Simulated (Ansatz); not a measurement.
Compare A (`COC=C=N`) with its isomer B (`OC1=CNC1`).

Isolated molecules relaxed with PBE0-D4/def2-TZVP in Ansatz; ΔE leaves out vibrations. CCSD(T)/CBS adds triple-zeta CCSD(T) − MP2 to the extrapolated MP2 energy (def2 sets, frozen cores). DFT in def2-TZVPP. B3LYP here is the variant with VWN-RPA as its local correlation; programs differ in this. One conformer a species, not always the lowest.

Which isomer does CCSD(T)/CBS put lower? Give the gap. (Best estimate.)

Ansatz gave: B, by 6.1 kcal/mol.

Give E(B) − E(A) in kcal/mol with B2PLYP, MP2/def2-TZVPP, CCSD/def2-TZVPP, r2SCAN-D4, B3LYP-D4, BLYP-D4, ωB97M-V. (Best estimate.)

Ansatz gave: B2PLYP -1.4, MP2/def2-TZVPP -7.5, CCSD/def2-TZVPP -4.5, r2SCAN-D4 -3.0, B3LYP-D4 0.2, BLYP-D4 3.0, ωB97M-V -4.7. The order is the other way round with B3LYP-D4, BLYP-D4.

Does the order hold for the free energy at 298.15 K (harmonic terms from PBE0-D4)? (Best estimate.)

Ansatz gave: Yes: G(B) − G(A) = -3.4 kcal/mol, for one conformer each.

Largest T1 diagnostic: 0.014.

The D4 term adds −0.8 kcal/mol with B3LYP and −0.4 kcal/mol with PBE0; it sums over pairs of atoms, weighted by their polarisabilities, and B3LYP, whose exchange is more repulsive, gets the larger term. From r2SCAN to r2SCAN0 (25 % exact exchange), in def2-TZVPP and without D4, E(B) − E(A) moves by −2.7 kcal/mol.
